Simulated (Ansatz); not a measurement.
in.yaml

```yaml
crystal:
  periodic: [false, false, false]
  atoms:
    - {symbol: Al, position_ang: [0.000000, 0.000000, 1.714500]}
    - {symbol: N, position_ang: [0.000000, 0.000000, 0.000000]}
    - {symbol: Al, position_ang: [0.000000, 0.000000, -1.714500]}
basis:
  gaussian: {orbitals: cc-pVDZ}
total_charge: 1
magnetization: {spin_polarized: false}
correlation: {method: bccd, electrons: all}
output: {forces: true}
```

```sh
$ ansatz run in.yaml --threads 1 --pin off --events-out ev --progress --plain --max-ram 2393MiB
```

(1) Roughly how long does this take on 1 thread of Intel Xeon Platinum 8375C, shared host, and how much host memory?

```
500 factors; integrals over basis functions are off by at most 3.5e-4 eV
mean field evaluation 1: about -14622.5753 eV, gradient 8.0e1 eV
mean field evaluation 2: about -14622.5791 eV, gradient 8.0e1 eV
mean field evaluation 4: about -14637.7979 eV, gradient 1.2e1 eV
mean field evaluation 8: about -14638.1923 eV, gradient 1.2e-1 eV
mean field evaluation 16: about -14638.1717 eV, gradient 1.5e0 eV
mean field evaluation 32: about -14637.0113 eV, gradient 5.3e0 eV
mean field evaluation 64: about -14623.2535 eV, gradient 8.6e-1 eV
mean field evaluation 96: about -14635.0034 eV, gradient 1.1e0 eV
mean field evaluation 128: about -14624.9380 eV, gradient 5.2e-4 eV
mean field evaluation 160: about -14623.7066 eV, gradient 8.2e-2 eV
...
mean field -14638.19262711 eV, -537.9436569231 hartree, gradient 1.1e-6 eV, S^2 0.000000; 6 other end points of the search recorded, 0 dependent functions left out; unrestricted orbitals would lower it
determinant -14638.19262711 eV, -537.9436569231 hartree, with singles and doubles -14646.75711593 eV, -538.2583960818 hartree
determinant -14635.30053874 eV, -537.8373746358 hartree, with singles and doubles -14644.97627923 eV, -538.1929515404 hartree
determinant -14635.01068728 eV, -537.8267227912 hartree, with singles and doubles -14641.71032541 eV, -538.0729299512 hartree
...
unrestricted determinant -14640.21052193 eV, -538.0178131900 hartree, S^2 0.9857
reference -14638.19262711 eV, -537.9436569231 hartree; 16, 16 occupied and 34, 34 virtual orbitals, 500 factors
second order -8.46734281 eV of doubles, -0.00000000 eV of singles
...
cycle   8  -8.51670768 eV  change    4.7e-4 eV  update   8.0e-4
cycle   9  -8.51795627 eV  change   -1.2e-3 eV  update   3.9e-4
cycle  10  -8.51787110 eV  change    8.5e-5 eV  update   1.4e-4
cycle  11  -8.51806769 eV  change   -2.0e-4 eV  update   3.8e-5
cycle  12  -8.51802278 eV  change    4.5e-5 eV  update   1.2e-5
cycle  13  -8.51804023 eV  change   -1.7e-5 eV  update   3.9e-6
cycle  14  -8.51803678 eV  change    3.4e-6 eV  update   1.4e-6
cycle  15  -8.51803795 eV  change   -1.2e-6 eV  update   5.1e-7
cycle  16  -8.51803706 eV  change    8.9e-7 eV  update   2.3e-7
cycle  17  -8.51803734 eV  change   -2.8e-7 eV  update   2.6e-7
WARN: the results are in doubt because among natural orbitals full CI differs from the method by -0.129 eV
the calculation of the forces begins
Total energy: -14646.71066445 eV, -538.2566890215 hartree
Atom 0 at     0.000000     0.000000     1.714500 Å, force    -0.000000    -0.000000     0.327614 eV/Å
Atom 1 at     0.000000     0.000000     0.000000 Å, force     0.000000    -0.000000     0.000000 eV/Å
Atom 2 at     0.000000     0.000000    -1.714500 Å, force    -0.000000     0.000000    -0.327614 eV/Å
Dipole moment:     0.000000     0.000000    -0.000000 e Å
In doubt: among natural orbitals full CI differs from the method by -0.129 eV
```

Forces (eV/Å):
```
Al   0.000  0.000  0.328
N    0.000  0.000  0.000
Al   0.000  0.000 -0.328
```

The singles that turn the determinant into the Brueckner one have T1 = 0.026.

## Answers

(1) 17 s wall and 0.24 GiB.
